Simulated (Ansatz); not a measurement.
# Worked example: C2H7N + MgH(SH) → C2H6S + MgH(NH2)

Species: C2H7N (ethanamine) `CCN`, singlet; MgH(SH), singlet; C2H6S `CCS`, singlet; MgH(NH2), singlet. The partners trade NH2 for SH: C–NH2 and Mg–SH bonds give way to C–SH and Mg–NH2.

Shapes, held fixed at every level: PBE0-D4/def2-TZVP. Flexible molecules stand in one conformer, not always the lowest. Programs: Ansatz 0.2.0. The zero-point and thermal change to 298 K, harmonic and unscaled (PBE0-D4/def2-TZVP), is -5.7 kJ/mol.

At CCSD(T)/def2-TZVPP; 1 Eh = 2625.50 kJ/mol:

```
 species  energy (Eh)
   C2H7N  -134.942757
 MgH(SH)  -598.773789
   C2H6S  -477.406866
MgH(NH2)  -256.289813
```

Work out ΔH(298 K) of the reaction at this level.


1. Products less reactants: (-477.406866) + (-256.289813) − [(-134.942757) + (-598.773789)] = 0.019867 Eh = +52.2 kJ/mol.
2. With the thermal change: +52.2 + (-5.7) = +46.5 kJ/mol.

Other levels give +48.2 (CCSD/def2-TZVPP) to +75.3 kJ/mol (HF/def2-SVP). No measured value is set beside it here. Correlated rows may include outer-core shells of Mg, which these sets cover unevenly.
